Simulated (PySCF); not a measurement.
Estimate the missing entries of this data sheet.

Compound: C3H7O (charge -1).
SMILES: `CCC[O-]`

Conformer (atom-mapped SMILES and torsion angles): `[CH3:1][CH2:2][CH2:3][O-:4]`: C1–C2–C3–O4 -178°.

```tsv
property	level	value
rotational constants A, B, C	PBE0-D3(BJ)/def2-SVP	27.839, 3.939, 3.691 GHz
HOMO energy	PBE/pcSseg-2	?
LUMO energy	PBE/pcSseg-2	?
13C chemical shifts (computed TMS as zero) by class	GIAO PBE/pcSseg-2	?
1H chemical shifts (computed TMS as zero) by class	GIAO PBE/pcSseg-2	?
isotropic shieldings of nuclei other than C and H, by class	GIAO PBE/pcSseg-2	?
largest of the computed one-bond spin–spin couplings (means over like bonds)	B3LYP/pcJ-1, spin–dipole term left out	?
core binding energies	ΔSCF SCAN, pcX-2 on the ionised atom, pcseg-1 elsewhere, spin-free X2C	C1s 285.0, C1s 285.7, C1s 286.2, O1s 528.6 eV
```

Gas-phase values; electronic properties from PySCF, density fitting. One conformer (not necessarily the lowest) at the PBE0-D3(BJ)/def2-SVP geometry, without solvent or vibrations. NMR classes are plain means over equivalent atoms (diastereotopic ones count apart unless rotation or inversion swaps them), as if these changed places fast; in this geometry the members of some classes differ. The HOMO energy is positive, so at this level the finite basis confines the outermost electrons. No diffuse functions stand in pcJ-1 and pcSseg-2, which bears on an anion's orbital energies.

**Question.** What are the isotropic shieldings of nuclei other than C and H, by class?

**Answer.** 158 (1 O) ppm.

**Question.** What are the largest of the computed one-bond spin–spin couplings (means over like bonds)?

**Answer.** 13C–1H +129.9 (×2), 13C–1H +126.2 (×3), 13C–1H +117.3 (×2), 13C–13C +36.6, 13C–13C +34.5, 17O–13C +33.8 Hz.

**Question.** What are the 1H chemical shifts (computed TMS as zero) by class?

**Answer.** 6.70 (2 H), 1.20 (3 H), 1.12 (2 H) ppm.

**Question.** What is the HOMO energy?

**Answer.** 1.64 eV.

**Question.** Give the LUMO energy.

**Answer.** 3.70 eV.

**Question.** What are the 13C chemical shifts (computed TMS as zero) by class?

**Answer.** 100.1 (1 C), 47.7 (1 C), 6.5 (1 C) ppm.

With B = h/(8π²I), that is 505.379 GHz u Å² over I, the principal moments of inertia are 18.2, 128.3 and 136.9 u Å² (most abundant isotopes); the inertial defect Ic − Ia − Ib is -9.6 u Å² (zero for a rigid planar frame, negative otherwise). The rotational constants make it an asymmetric top with κ = (2B − A − C)/(A − C) = -0.98, nearer the prolate limit (−1).
